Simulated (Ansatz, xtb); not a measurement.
H5SSi2+: 4 structures ranked

4 gas-phase structures of H5SSi2+, found in a search over its isomers (lower ones may exist). Each was relaxed with GFN2-xTB:

A. `[SiH2]=[S+][SiH3]`, a singlet
B. a singlet given by its coordinates
C. a singlet given by its coordinates
D. `[SiH2+][SiH2]S`, a singlet

B (Å):

```xyz
8

S    -2.3263   -1.4472    1.1814
Si   -2.4965    0.5324   -0.1139
Si   -0.5782    0.1544    1.1363
H    -3.6504    1.2351    0.4310
H    -2.6303    0.0475   -1.4801
H    -2.9665   -1.0542    2.2775
H     0.5553   -0.5820    0.5947
H    -0.4529    0.6077    2.5175
```

Close contacts (Å): S1–Si2 2.37, S1–Si3 2.37, Si2–Si3 2.32, S1–H6 1.33, Si2–H4 1.46, Si2–H5 1.46, Si3–H7 1.46, Si3–H8 1.46.

C (Å):

```xyz
8

S    -0.4972   -2.0560   -0.1497
Si   -2.5551    1.1504    1.0311
Si   -1.4123   -0.9117    1.3692
H    -1.9660    1.6632   -0.2128
H    -2.2566    1.9668    2.2047
H    -3.9592    0.7657    0.8885
H    -1.1184   -1.7806    2.5022
H    -0.7506   -1.2772   -1.2043
```

Close contacts (Å): S1–Si3 2.11, Si2–Si3 2.38, S1–H8 1.34, Si2–H4 1.47, Si2–H5 1.46, Si2–H6 1.46, Si3–H7 1.46.

Problem. Which do you expect lowest at r2SCAN-D4/def2-SVP, and how would the others follow?

Solution. Calculated order at r2SCAN-D4/def2-SVP: A (0.0), B (0.2), C (22.6), D (116.5) kJ/mol. Less than 1 kcal/mol parts A and B, so the order within that pair means little.

Energies above the lowest of each column, in kJ/mol; the last columns are at PBE0-D3(BJ)/def2-SVP geometries and were run for some of them only (a dash: not run or not comparable):

```tsv
structure	GFN2-xTB	HF/STO-3G	r2SCAN-D4/def2-SVP	PBE0-D3(BJ)/def2-SVP	CCSD(T)/def2-TZVP
A	0.0	8.1	0.0	2.2	0.0
B	117.0	20.4	0.2	0.0	18.3
C	99.0	0.0	22.6	25.7	36.5
D	114.7	77.3	116.5	–	–
```

CCSD(T)/def2-TZVP puts A lowest of those it was run on; HF/STO-3G picks C, PBE0-D3(BJ)/def2-SVP picks B. Some further structures that were screened fall inside this span and aren't listed. Flexible structures stand in one conformer each, not always the lowest. Frequencies (PBE0-D3(BJ)/def2-SVP) were run for A, B, C alone.

Over these structures GFN2-xTB departs from r2SCAN-D4/def2-SVP by 48.7 kJ/mol on average once a common shift is removed. A GFN2-xTB relaxation took about 0.44 s and the r2SCAN-D4/def2-SVP energy about 4.8 s on a shared host (Ansatz 0.2.0, xtb 6.7.1).
